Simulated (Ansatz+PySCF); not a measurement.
A calculation with PySCF 2.14.0.

```python
from pyscf import gto, scf, cc

mol = gto.M(atom="""
Mg 3.305280 0.000000 2.314380
Li 0.000000 0.000000 0.000000
Si -2.936660 0.000000 2.056270
""", basis='sto-3g', charge=-1, spin=0)
mf = scf.UHF(mol)
mf.kernel()
mycc = cc.CCSD(mf, frozen=11).run()
et = mycc.ccsd_t()
print(mf.e_tot, mycc.e_corr, et, mycc.e_tot + et)
```

The script is written out from the run's settings.

Results

```
Converged                       : yes
Reference energy                : -489.69076 hartree
CCSD correlation energy         : -0.09272 hartree
Triples correction              : -0.00153 hartree
Total energy                    : -489.78501 hartree
Spin squared of the determinant : 1.308
```

This is not the lowest solution: another run reaches a determinant 0.02 eV lower. Caution: bonds are stretched, where a single reference can fail; no diffuse functions for an anion; the unrestricted determinant is a mixture of spin states.
